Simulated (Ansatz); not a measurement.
Two shapes of triplet C2H4.

Shape 1:

```xyz
6

C     0.0261    0.0086   -0.6816
C     0.0386   -0.0100    0.7535
H    -0.0206   -0.9539   -1.2624
H    -0.0159    0.9232   -1.2561
H    -0.9154   -0.0433    1.2846
H     0.9649   -0.0379    1.2993
```

Shape 2:

```xyz
6

C     0.0000    0.0000   -0.7812
C     0.0000    0.0000    0.7812
H     0.0000   -1.0071   -1.4068
H     0.0000    1.0071   -1.4068
H    -1.0071    0.0000    1.4068
H     1.0071    0.0000    1.4068
```

Basis set: def2-TZVP (spherical functions). Frozen core: 2 orbitals. Charge 0, multiplicity 3.

Computed with Ansatz (development build ahead of 0.2.0); each method stands on the lowest determinant of its kind that the runs found.

(1) Which shape is lower in energy, and by how much in each method?

## Answers

(1)

| method | E(2) − E(1) (eV) |
| --- | --- |
| UHF | 0.861 |
| UHF-MP2 | 0.800 |

Shape 1 is lower. Caution: another spin multiplicity may lie lower.
